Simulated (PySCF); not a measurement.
Threshold energies of Si2 in a plasma

PBE in PySCF with def2-TZVPPD on every atom, for the lowest determinant that a PBE0 search found; no spin–orbit coupling.

```
species  state (unpaired electrons)  Re (Å)  ωe (cm⁻¹)  energy of the minimum from the neutral (eV)  De (eV)  dissociates to
    Si2              triplet (π ↑↑)   2.284        485                                         0.00     3.55         Si + Si
   Si₂⁺         quartet (σ ↑, π ↑↑)   2.302        441                                         7.79     3.95        Si⁺ + Si
```

Question: Work out the lowest energy to break Si2 into atoms, from its vibrational ground state.

Answer: D0 = De − ωe/2 = 3.55 − 0.03 = 3.52 eV (PBE/def2-TZVPPD).

Question: Work out the ionisation energy of the Si atom at this level and the threshold of dissociative ionisation.

Answer: IE(Si) = 7.79 + 3.95 − 3.55 = 8.19 eV, so Si⁺ + Si + e⁻ appears at D0 + IE(Si) = 11.71 eV (PBE/def2-TZVPPD). The measured IE(Si) is 8.152 eV (NIST ASD).

These are thermodynamic thresholds; the onsets seen under electron impact lie higher where the geometry changes, and cross-sections peak well above them.

States were picked by a PBE0 search and need not be the measured ground states.
